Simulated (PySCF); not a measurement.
Some computed properties have been withheld. Give your best values.

Cyclobutanemethanol, C5H10O.
InChI=1S/C5H10O/c6-4-5-2-1-3-5/h5-6H,1-4H2

Conformer (atom-mapped SMILES and torsion angles): `[OH:1][CH2:2][CH:3]1[CH2:4][CH2:5][CH2:6]1`: O1–C2–C3–C4 75°, H–O1–C2–C3 -55°.

```json
{"property": "point group of the GFN2-xTB geometry", "level": "GFN2-xTB", "value": "C1"}
{"property": "rotational constants A, B, C of the GFN2-xTB geometry", "level": "GFN2-xTB", "value": "?"}
{"property": "dipole moment", "level": "CAM-B3LYP/def2-SVPD", "value": "1.90 D"}
{"property": "HOMO energy", "level": "CAM-B3LYP/def2-SVPD", "value": "-9.22 eV"}
{"property": "LUMO energy", "level": "CAM-B3LYP/def2-SVPD", "value": "1.28 eV"}
{"property": "lowest singlet excitation", "level": "TDDFT CAM-B3LYP/def2-SVPD", "value": "?"}
{"property": "strongest line among the 8 lowest singlet transitions", "level": "TDDFT CAM-B3LYP/def2-SVPD", "value": "S6 at 8.46 eV (147 nm, f = 0.044)"}
{"property": "lowest triplet excitation (Tamm–Dancoff)", "level": "TDA CAM-B3LYP/def2-SVPD", "value": "6.70 eV"}
{"property": "static isotropic polarisability", "level": "CAM-B3LYP/def2-SVPD", "value": "62.3 au"}
{"property": "electronic spatial extent ⟨r²⟩ about the centre of nuclear charge", "level": "CAM-B3LYP/def2-SVPD", "value": "?"}
{"property": "13C chemical shifts (computed TMS as zero) by class", "level": "GIAO PBE0/pcSseg-1", "value": "?"}
{"property": "1H chemical shifts (computed TMS as zero) by class", "level": "GIAO PBE0/pcSseg-1", "value": "3.75 (2 H), 2.53 (1 H), 2.10 (2 H), 2.07 (1 H), 1.85 (1 H), 1.53 (2 H), 0.46 (1 H) ppm"}
{"property": "isotropic shieldings of nuclei other than C and H, by class", "level": "GIAO PBE0/pcSseg-1", "value": "?"}
{"property": "largest of the computed one-bond spin–spin couplings (means over like bonds)", "level": "B3LYP/pcJ-1, spin–dipole term left out", "value": "13C–1H +145.8 (×2), 13C–1H +141.2, 13C–1H +140.7 (×2), 13C–1H +140.4, 13C–1H +139.2, 13C–1H +135.7 (×2), 17O–1H -70.4, 13C–13C +35.9 Hz"}
```

Gas-phase values; electronic properties from PySCF, density fitting. The structure is a single GFN2-xTB conformer in the gas phase; no vibrational or solvent corrections. NMR classes are plain means over equivalent atoms (diastereotopic ones count apart unless rotation or inversion swaps them), as if these changed places fast; in this geometry the members of some classes differ.

(1) Give the electronic spatial extent ⟨r²⟩ about the centre of nuclear charge.

(2) What are the isotropic shieldings of nuclei other than C and H, by class?

(3) The 13C chemical shifts (computed TMS as zero) by class?

(4) Give the rotational constants A, B, C of the GFN2-xTB geometry.

(5) Give the lowest singlet excitation.

## Answers

(1) 667 bohr².

(2) 300 (1 O) ppm.

(3) 75.4 (1 C), 37.4 (1 C), 24.2 (2 C), 17.1 (1 C) ppm.

(4) 8.282, 2.259, 1.945 GHz.

(5) 7.01 eV (177 nm, f = 0.007).

The rotational constants make it an asymmetric top with κ = (2B − A − C)/(A − C) = -0.90, nearer the prolate limit (−1). In wavenumbers S1 is 56600 cm⁻¹ (1 eV = 8065.54 cm⁻¹). With B = h/(8π²I), that is 505.379 GHz u Å² over I, the principal moments of inertia are 61.0, 223.7 and 259.8 u Å² (most abundant isotopes). The vertical singlet–triplet gap S1 − T1 is 0.31 eV (TDDFT singlet less Tamm–Dancoff triplet; S1: HOMO→LUMO, weight 0.75; T1: HOMO→LUMO, weight 0.69).
